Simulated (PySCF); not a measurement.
Molecular orbitals of Al2

UHF at R = 2.735 Å; Al def2-TZVPPD; no relativity (PySCF 2.14). State: ³Πu (triplet), unpaired electrons σ ↑, π ↑. Only the outer orbitals are listed.

```
spin  orbital  occ.  ε (eV)  main shells (%)
   α       σg     1  -14.14       86 s, 10 p
   α       σu     1  -10.22       89 s, 12 p
   α       σg     1   -6.67       87 p, 13 s
   α       πu     1   -6.01             92 p
   α       πu     0   -0.20             98 p
   α       πg     0    0.73       66 p, 34 d
   α       πg     0    1.42       57 d, 44 p
   β       σg     1  -11.57             95 s
   β       σu     1   -8.21             94 s
   β       πu     0    0.06             98 p
   β       σg     0    0.63       64 p, 30 s
   β       πu     0    0.77            100 p
```

Question: Which are the highest filled and the lowest empty level, where do they sit, and how wide is the gap?

Answer: Highest filled α πu at -6.01 eV (in %: 92 p); lowest empty α πu at -0.20 eV (in %: 98 p); the gap at UHF is 5.81 eV. Both belong to one degenerate shell, split only by its one-sided filling, so this is no excitation gap.

- bond order (Mayer): 1.08
- ⟨S²⟩: 2.039
- polarisability along the bond: 210.4 bohr³
- polarisability across the bond: 105.3 bohr³

The state is the lowest determinant that a PBE0 search found; another state may lie lower at other levels.
